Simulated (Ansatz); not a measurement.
A made-up structure of CH$_{5}$BN, doublet:

C1  (-0.863, 0.700, -0.680)
B2  (0.036, 0.251, 0.474)
N3  (0.845, -0.885, 0.347)
H4  (-0.918, 0.174, -1.631)
H5  (-1.503, 1.574, -0.621)
H6  (0.078, 0.849, 1.514)
H7  (-0.398, 1.528, -0.209)
H8  (1.448, -1.213, 1.081)
(Å)

It is relaxed with PBE-D4/def2-SVP and then PBE0-D4/def2-TZVP (Ansatz 0.2.0). Atoms count as bonded within 1.22 times the sum of their covalent radii (H–H: 0.88 Å). The end point is not checked to be a true minimum.

Does its bonding change? (Judge from chemistry; the calculation decides.)

By the calculation: No: no bond forms or breaks.

Where it ends: The first stage lowers the energy by 2.82 eV in 13 steps. It ends as CH₅BN ([CH3][BH][NH]):
```
8
angstrom
C -0.7304 0.9147 -0.6503
B 0.0756 0.3132 0.5639
N 0.7458 -0.8466 0.5812
H -0.7042 0.2830 -1.5386
H -1.7732 1.0703 -0.3588
H 0.1292 0.9190 1.6195
H -0.3301 1.9001 -0.9061
H 1.3130 -1.5756 0.9650
```

Labels in which every atom is bracketed show which atoms are joined, not bond orders.

For scale, one of the runs: PBE0-D4/def2-TZVP relaxation, 123 basis functions, launched by `ansatz run in.yaml --threads 2 --pin off --events-out ev --progress --plain --max-ram 4352MiB`. The run took about 27 s on 2 CPU threads of an Arm Neoverse N1 (shared host).
